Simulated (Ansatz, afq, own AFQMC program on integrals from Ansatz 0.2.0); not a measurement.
**GaHCl2, singlet in cc-pVDZ, levels against AFQMC with the constraint released**

```yaml
atoms:
  - { symbol: Cl, position_ang: [0.0000, -0.5796, 1.7985] }
  - { symbol: Ga, position_ang: [0.0000, 0.5590, 0.0000] }
  - { symbol: Cl, position_ang: [0.0000, -0.5796, -1.7985] }
  - { symbol: H, position_ang: [0.0000, 2.1042, 0.0000] }
```

Connectivity, by distances: Cl–GaH–Cl.

Basis cc-pVDZ. Only valence electrons are correlated. AFQMC by an in-house program on the Cholesky factors that Ansatz 0.2.0 writes for its CCSD(T) run. The CISD trial takes its coefficients from CCSD amplitudes. Released means that phaseless walkers are propagated on without the constraint, phases kept. Free projection: walkers drawn from exp(T), propagated without any constraint. Its projection time is finite, and what remains of the start isn't in its error. Error bars are statistical, one sigma. No spin–orbit coupling.

Determinant: RHF, the one that the program's search chose, which needn't be the lowest solution. The geometry is a PBE0/def2-TZVP stationary point of this or a neighbouring charge and spin state.

No full CI on the walks' own integrals is used here. The released AFQMC energy serves as the reference, which it does only where one determinant dominates, the energy is flat over the last release times and near the phaseless one (40 meV or 2 meV an electron, half that with transition metals). On small molecules, where full CI could be run and the noise was under 10 meV, such values lay within 10 meV of it in 19 cases of 20, a flattering rate, since the rule was set on those same cases; what remains of the bias isn't in the error bar.

Cautions: no relativity below Rb; no spin-orbit coupling; inner d shell frozen; the released value is read at 1.62 1/Eh with a noise of 19 meV, more than in the cases checked, later times being too noisy (meV from the phaseless value at times in 1/Eh: -15 ± 15 at 0.24, 10 ± 11 at 0.51, 2 ± 19 at 0.99, -15 ± 19 at 1.62, -20 ± 26 at 2.40).

```
T1 diagnostic                               : 0.0102
weight of the determinant in the CISD state : 0.858
size of the correlated space                : 18 electrons in 44 orbitals
```

```json
{"level": "MP2", "correlation energy (eV)": "-8.8896"}
{"level": "CCSD", "correlation energy (eV)": "-9.7523"}
{"level": "CCSD(T)", "correlation energy (eV)": "-9.9520"}
```

Problem. Estimate where phaseless AFQMC with a CISD trial lies against CCSD(T) on the same integrals.

Solution. 4.2 ± 1.3 kJ/mol below CCSD(T).

Reference: AFQMC with the constraint released, correlation energy -10.011 ± 0.019 eV.

```
        level  E − E(reference) (kJ/mol)  share of correlation (%)
      CCSD(T)                  5.7 ± 1.8                     99.41
  ph-AFQMC/HF                  6.7 ± 5.3                     99.31
ph-AFQMC/CISD                  1.5 ± 2.2                     99.85
   free AFQMC                  0.4 ± 3.1                     99.96
```

Free projections are given only where their last times agree within the noise and don't stop above the reference; a slow remainder of the start can still hide under it. A walk keeps the symmetry of its determinant, which the program's search chose and which needn't be the lowest solution, so a lower state of the same spin and another symmetry isn't excluded. Released energies are given only where the last usable release times agree within the noise; a slower fall can still hide under it.
